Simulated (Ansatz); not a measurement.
P₃, relaxed as a doublet with UKS PBE0-D4/def2-TZVP in Ansatz, starting from the GFN2-xTB geometry. Force threshold 0.02 eV/Å.

Another isomer (doublet) lies 1.40 eV lower at PBE0-D4/def2-TZVP; other spin states weren't run for this one.

Start:

Cartesian coordinates in Å:
```
P 0.848 1.224 -1.279
P 0.003 0.002 0.003
P -0.852 -1.226 1.275
```

```tsv
step	energy (eV)	largest force component (eV/Å)	SCF passes
1	-27854.5796	0.462	17
2	-27854.5894	0.088	24
3	-27854.5897	0.002	22
```

Force components are those of the run's own axes.

End:

| atom | x (Å) | y (Å) | z (Å) |
| --- | --- | --- | --- |
| P1 | 0.8421 | 1.2134 | -1.2646 |
| P2 | -0.0005 | -0.0002 | -0.0006 |
| P3 | -0.8415 | -1.2132 | 1.2652 |

By distances, no bond broke or formed. The bond that changes most is P2–P3, from 1.96 to 1.94 Å (atoms count from 1).

No frequencies were taken in this run, so the end may be a saddle point.

Run time 6.5 s (4 threads of Intel Xeon on a shared host).
